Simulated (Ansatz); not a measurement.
Corundum Cr2O3, treated with RPBE in Ansatz (PAW).

Run with plane-wave cutoff 520 eV, 8×8×8 k mesh, Fermi–Dirac smearing 0.01 eV, spin-polarised with opposed moments, scalar-relativistic PAW data made under PBE.

A third-order Birch–Murnaghan fit to the energies gives V0 = 10.021 Å³/atom, B0 = 191 GPa, B′ = 4.3.

| V (Å³/atom) | P (GPa) |
|---|---|
| 9.620 | 8.49 |
| 9.821 | (withheld) |
| 10.021 | 0.00 |
| 10.222 | -3.63 |
| 10.422 | (withheld) |

Estimate the withheld pressures from this fit; the answers are the runs' own values.


- 9.821, P (GPa): 4.02
- 10.422, P (GPa): -6.88

The formula P = (3/2) B0 (x^(7/3) − x^(5/3)) [1 + (3/4)(B′ − 4)(x^(2/3) − 1)] with x = V0/V meets the computed pressures within 0.03 GPa when these rounded values are put in.

Shape and atoms are relaxed at each volume.

Measured, for comparison: bulk modulus 234 GPa (temperature not stated, not corrected to a static lattice, our sources range from 206 to 245; as tabulated in Toher et al. (2017), arXiv:1611.05714); equilibrium volume per atom 9.64 Å³/atom (temperature not stated, not corrected to a static lattice; as tabulated in Sawada, Mater. Res. Bull. 29, 239 (1994) (COD 9015000)). Computed (rounded) less measured: bulk modulus not scored (sources differ), equilibrium volume per atom +3.9 %.

Note: without U or exact exchange, gaps and moments of open d shells tend to come out too small; the bulk modulus comes from volumes at which shape and atoms were relaxed.

The result took very roughly 40 core-minutes.

Ansatz is an electronic-structure program.
